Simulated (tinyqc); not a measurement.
Worked calculation: Pariser-Parr-Pople SCF with singles CI, for the molecule OC=C(O)Cl (SMILES; centres numbered as the heavy atoms are written). One step of it, computed by the program tinyqc.

Problem. Singles CI, singlets. Over the 4 single excitations with the smallest orbital gaps: A = (e_a - e_i) delta + 2 (ia|jb) - (ij|ab), with (pq|rs) = sum c_mp c_mq gamma_mn c_nr c_ns. f = 2/3 w |mu|^2 in atomic units, mu = sqrt2 sum c_ia sum_m c_mi c_ma R_m.

orbital energies (eV): -15.290932  -13.844988  -13.385493  -8.601264  2.719763

coefficients:
```
,MO1,MO2,MO3,MO4,MO5
1O,0.232306,0.707204,-0.507640,-0.395308,0.178688
2C,0.249747,0.330148,-0.130475,0.601990,-0.670234
3C,0.415775,0.112806,0.150209,0.564272,0.688071
4O,0.438394,0.251771,0.764770,-0.355961,-0.181218
5Cl,0.720140,-0.561027,-0.343280,-0.190340,-0.112142
```

repulsion gamma_rs (eV):
```
,1O,2C,3C,4O,5Cl
1O,23.250000,8.893840,5.630446,3.834612,4.950565
2C,8.893840,12.200000,7.864961,5.632534,5.384614
3C,5.630446,7.864961,12.200000,8.897957,8.009063
4O,3.834612,5.632534,8.897957,23.250000,5.648536
5Cl,4.950565,5.384614,8.009063,5.648536,13.330000
```

Centres (angstrom, eV; a flat drawing with bonds scaled to 1.40 angstrom):
```
centre,x,y,core charge z,W,gamma_rr
1O,-1.940000,0.000000,2,35.790000,23.250000
2C,-0.727000,-0.700000,1,10.650000,12.200000
3C,0.485000,0.000000,1,10.650000,12.200000
4O,1.697000,-0.700000,2,35.790000,23.250000
5Cl,0.485000,1.400000,2,27.590000,13.330000
```

Give: singlet CI matrix; singlet excitation energies; oscillator strengths.

Solution.

singlet CI matrix (eV):
```
,4>5,3>5,2>5,1>5
4>5,6.1115,-0.0153,-0.0361,-0.0191
3>5,-0.0153,9.4383,0.0334,-0.0739
2>5,-0.0361,0.0334,9.9113,-0.1943
1>5,-0.0191,-0.0739,-0.1943,11.1310
```

singlet excitation energies (eV): 6.1110  9.4338  9.8825  11.1647

oscillator strengths: 0.6595  0.0138  0.1555  0.0011
